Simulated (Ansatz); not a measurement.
Relaxation of CH6AlCl (9 atoms, charge 0, multiplicity 1), to a largest force component of 0.03 eV/Å in at most 50 steps.

Computed with RKS PBE-D4/6-31G* in Ansatz.

```xyz
9
Properties=species:S:1:pos:R:3
Al 0.024 0.189 0.149
C 0.024 0.152 2.123
H -0.932 -0.176 2.572
H 0.857 -0.428 2.561
H 0.174 1.187 2.497
H 1.424 0.199 -0.636
H -1.352 0.408 -0.650
Cl -0.383 -3.090 1.049
H -0.338 -2.128 1.979
```

Task: Where does it end, and by what steps?

Result: It converged. After 8 steps the energy has fallen by 0.168 eV; Cl8 moved furthest, 0.63 Å.

| step | energy less start (eV) | largest force component (eV/Å) | accepted |
| --- | --- | --- | --- |
| 0 | 0.0000 | 0.755 | yes |
| 1 | -0.0277 | 1.003 | yes |
| 2 | -0.0830 | 1.068 | yes |
| 3 | -0.1199 | 1.020 | yes |
| 4 | -0.1500 | 0.608 | yes |
| 5 | -0.1514 | 0.407 | yes |
| 6 | -0.1528 | 0.436 | yes |
| 7 | -0.1678 | 0.057 | yes |
| 8 | -0.1684 | 0.013 | yes |

```xyz
9
Properties=species:S:1:pos:R:3
Al -0.001 0.005 0.251
C 0.037 0.294 2.212
H -0.905 -0.006 2.708
H 0.875 -0.230 2.706
H 0.172 1.369 2.441
H 1.380 -0.101 -0.569
H -1.370 0.233 -0.563
Cl -0.321 -2.671 0.580
H -0.368 -2.580 1.877
```

Run time: 17 s on 1 thread of Arm Neoverse V2 (shared host), peak memory 0.13 GiB.
